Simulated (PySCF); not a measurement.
Diamond-structure Si: PBE at its full settings () and at cheaper ones, in a cell of 2 atoms.

| level and setting | lattice parameter a (Å) | bulk modulus B0 (GPa) |
|---|---|---|
| PBE (PySCF) | 5.474 | 88.5 |
| PBE/6-31G* (2×2×2 k mesh) (PySCF) | 5.631 | 82.5 |
| PBE/STO-3G (2×2×2 k mesh) (PySCF) | [?] | [?] |

Task: Complete the blanks.

Result: 
- PBE/STO-3G (2×2×2 k mesh) (PySCF), lattice parameter a (Å): 5.382
- PBE/STO-3G (2×2×2 k mesh) (PySCF), bulk modulus B0 (GPa): 145

Largest shifts from the full settings: lattice constant a +2.87 % (PBE/6-31G* (2×2×2 k mesh)), against a difference of +0.98 % of the full result from the reference 5.421 Å (measured, static lattice: zero-point anharmonic expansion removed; as tabulated in Mejia-Rodriguez and Trickey (2018), arXiv:1807.09216); bulk modulus +64 % (PBE/STO-3G (2×2×2 k mesh)), against a difference of -12.4 % of the full result from the reference 101 GPa (measured, 0 K value with zero-point phonon effects removed; as tabulated in Sun et al. (2011), doi:10.1103/physrevb.84.035117).

Run with cheap settings on purpose, which may leave them unconverged: PBE/6-31G* (2×2×2 k mesh), PBE/STO-3G (2×2×2 k mesh).
